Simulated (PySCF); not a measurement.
**State search for N2**

Unrestricted PBE0; N aug-cc-pVDZ; no relativity (PySCF 2.14). Outer shells of the fragments: N 2s2 2p3; N 2s2 2p3.

Followed along the bond (rough minima from three points):

```json
{"2Ms+1": "1", "unpaired": "none", "⟨S²⟩ at the start": "0.00", "R at minimum (Å)": "1.10", "Te (eV)": "0.00"}
{"2Ms+1": "3", "unpaired": "π ↑↑", "⟨S²⟩ at the start": "2.01", "R at minimum (Å)": "1.28", "Te (eV)": "6.25"}
{"2Ms+1": "5", "unpaired": "π ↑↑↑↑", "⟨S²⟩ at the start": "6.01", "R at minimum (Å)": "none in the scan", "Te (eV)": "≤ 9.06"}
```

Solutions found at the starting distance of 1.310 Å, counted from the lowest of them; the search is not exhaustive and high or unbound solutions are not listed, so other states can lie among these:

| 2Ms+1 | unpaired | term | E (eV) | ⟨S²⟩ | ⟨Lz²⟩ |
| --- | --- | --- | --- | --- | --- |
| 1 | none | ¹Σ⁺ | 0.00 | 0.00 | 0.00 |
| 3 | π ↑↑ | mixed | 4.12 | 2.01 | 2.01 |
| 3 | π ↑↑ | mixed | 5.17 | 2.01 | 2.00 |
| 3 | σ ↑, π ↑ | ³Π | 5.26 | 2.01 | 1.00 |
| 5 | π ↑↑↑↑ | ⁵Σ⁺ | 7.77 | 6.01 | 0.00 |
| 5 | σ ↑, π ↑↑↑ | ⁵Π | 8.55 | 6.01 | 1.00 |

A term symbol is given only where ⟨S²⟩ and ⟨Lz²⟩ are close to those of a pure state; real π, δ and φ orbitals otherwise mix terms, and g/u labels are left off.

**Question.** Compare the gap between the two lowest followed solutions at the starting distance with the gap between their minima.

**Answer.** At PBE0 the second solution (triplet, unpaired electrons π ↑↑) lies +4.12 eV from the first (singlet, closed shell) at 1.310 Å and +6.25 eV at the minima; the two curves relax by different amounts, since their minima lie near 1.28 and 1.10 Å.

The measured ground state is X ¹Σg+ (Huber and Herzberg, Constants of Diatomic Molecules (1979)).

Counting both spins, an empty level lies below a filled one in some of these solutions, because spin and occupation are held.
